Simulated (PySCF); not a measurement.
Molfile (atoms numbered from 1):
```
C5H10S
     RDKit          3D

 16 16  0  0  0  0  0  0  0  0999 V2000
   -0.0528   -1.1876    0.1593 C   0  0  0  0  0  0  0  0  0  0  0  0
   -1.3379   -0.4033   -0.0900 C   0  0  0  0  0  0  0  0  0  0  0  0
   -1.2547    1.0377    0.3905 C   0  0  0  0  0  0  0  0  0  0  0  0
    0.0596    1.9781   -0.4360 S   0  0  0  0  0  0  0  0  0  0  0  0
    1.4368    0.8583   -0.0564 C   0  0  0  0  0  0  0  0  0  0  0  0
    1.1738   -0.5707   -0.5069 C   0  0  0  0  0  0  0  0  0  0  0  0
    0.1235   -1.2546    1.2489 H   0  0  0  0  0  0  0  0  0  0  0  0
   -0.1805   -2.2234   -0.1939 H   0  0  0  0  0  0  0  0  0  0  0  0
   -2.1794   -0.9029    0.4202 H   0  0  0  0  0  0  0  0  0  0  0  0
   -1.5712   -0.4055   -1.1685 H   0  0  0  0  0  0  0  0  0  0  0  0
   -2.1861    1.5841    0.1785 H   0  0  0  0  0  0  0  0  0  0  0  0
   -1.0950    1.0772    1.4824 H   0  0  0  0  0  0  0  0  0  0  0  0
    1.6436    0.8950    1.0276 H   0  0  0  0  0  0  0  0  0  0  0  0
    2.3126    1.2841   -0.5689 H   0  0  0  0  0  0  0  0  0  0  0  0
    1.0453   -0.5800   -1.6028 H   0  0  0  0  0  0  0  0  0  0  0  0
    2.0625   -1.1857   -0.2838 H   0  0  0  0  0  0  0  0  0  0  0  0
  1  2  1  0
  2  3  1  0
  3  4  1  0
  4  5  1  0
  5  6  1  0
  6  1  1  0
  1  7  1  0
  1  8  1  0
  2  9  1  0
  2 10  1  0
  3 11  1  0
  3 12  1  0
  5 13  1  0
  5 14  1  0
  6 15  1  0
  6 16  1  0
M  END
```

[PySCF 2.14.0 with density-fitted response routines: NMR shieldings at B97-2/pcSseg-2/GIAO; coordinates at the PBE0-D3(BJ)/def2-SVP level; no solvent; a single conformation; non-relativistic; fast rotation and ring inversion assumed for equivalent nuclei]

δ = σ(ref) − σ, references computed at the same level: ¹³C and ¹H against TMS; CS2 for ³³S.

```tsv
atoms	nucleus	count	δ (ppm)
C3/C5	¹³C	2	35.8
H9/H10/H15/H16	¹H	4	1.72
C2/C6	¹³C	2	31.6
S4	³³S	1	13
H11/H12/H13/H14	¹H	4	?
H7/H8	¹H	2	1.49
C1	¹³C	1	?
```

Task: Complete the table.

Result: 
- C1: 30.3 ppm, sp3 CH2 in a ring; a saturated carbon with 2 carbon neighbours and no heteroatom attached
- H11/H12/H13/H14: 2.49 ppm, hydrogen on an sp3 CH2 bonded to S

Shifts are as computed. Against solution values, carbons near 30 ppm lie about +4 ppm off and those near 130 ppm about +7 ppm. Of 1211 compounds with measured shifts, 218 miss one by over three times the rms of a fit or turn the order of signals round; such compounds aren't used in these exercises.
